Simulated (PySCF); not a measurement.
Geometries of 2 isomers of C6H6, from PySCF 2.14.0, PBE0-D3(BJ)/def2-SVP geometry optimisation, gas phase. One conformer each, no zero-point energy, no frequencies.

Question: Which isomer lies lower at this level?
A.
```xyz
12
angstrom
C      2.723   -1.891    0.311
C      1.533   -1.073    0.188
C      0.531   -0.387    0.085
C     -0.596    0.386   -0.030
C     -1.598    1.073   -0.132
C     -2.789    1.890   -0.253
H      2.925   -2.145    1.364
H      3.608   -1.366   -0.084
H      2.616   -2.835   -0.248
H     -2.699    2.814    0.341
H     -2.967    2.181   -1.301
H     -3.680    1.349    0.102
```
B.
```xyz
12
angstrom
C      0.962    1.008   -0.020
C      1.355   -0.330   -0.015
C      0.392   -1.339    0.003
C     -0.963   -1.009    0.015
C     -1.356    0.329    0.010
C     -0.393    1.338   -0.008
H      1.717    1.799   -0.033
H      2.417   -0.588   -0.024
H      0.699   -2.388    0.007
H     -1.718   -1.800    0.029
H     -2.418    0.587    0.019
H     -0.700    2.387   -0.012
```

Answer: B. That is `C1=CC=CC=C1`, 79.0 kcal/mol below the other.

| SMILES | atoms numbered as above | E (Eh) | relative (kcal/mol) | relative (kJ/mol) | dipole (D) |
| --- | --- | --- | --- | --- | --- |
| c1ccccc1 | [cH:1]1[cH:2][cH:3][cH:4][cH:5][cH:6]1 | -231.81149 | 0.0 | 0.0 | 0.00 |
| CC#CC#CC | [CH3:1][C:2]#[C:3][C:4]#[C:5][CH3:6] | -231.68555 | 79.0 | 330.7 | 0.00 |

As drawn, the lower has an aromatic ring, which the higher lacks; the higher has a C≡C bond, which the lower lacks.
